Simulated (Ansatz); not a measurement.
Born–Oppenheimer molecular dynamics of FH + HO (4 atoms, charge -1, multiplicity 1). It goes on from the last frame of an earlier run, with new velocities.

Method: Ansatz 0.2.0, RKS LDA/def2-SVP.

| Quantity | Value |
| --- | --- |
| ensemble | NVT, Langevin thermostat |
| time step | 0.5 fs |
| steps asked | 250 |
| set temperature | 500 K |
| friction | 0.005 /fs |
| seed | 727236 |

First frame:

```xyz
4
Properties=species:S:1:pos:R:3
O 0.541 0.795 -6.527
H 1.091 0.045 -6.231
F -0.370 -0.408 6.289
H -0.560 -0.107 7.232
```

Q: How far do the bonds stretch over the last three quarters of this one trajectory? (Pairs bonded in most of those frames.)

A: 
| bond | mean (Å) | spread (Å) | shortest | longest |
| --- | --- | --- | --- | --- |
| O1–H2 | 0.990 | 0.031 | 0.93 | 1.05 |
| F3–H4 | 0.980 | 0.016 | 0.95 | 1.02 |

Mean temperature of the second half: 453 K. A run of 0.12 ps of so small a system gives no equilibrium averages. Limits of this set-up: an anion without diffuse functions, the dipole of an ion depends on the origin.

Run time: 59 s on 1 thread of Intel(R) Xeon(R) Platinum 8259CL CPU @ 2.50GHz (Skylake/Cascade Lake), with other jobs on the host, peak memory 0.092 GiB.
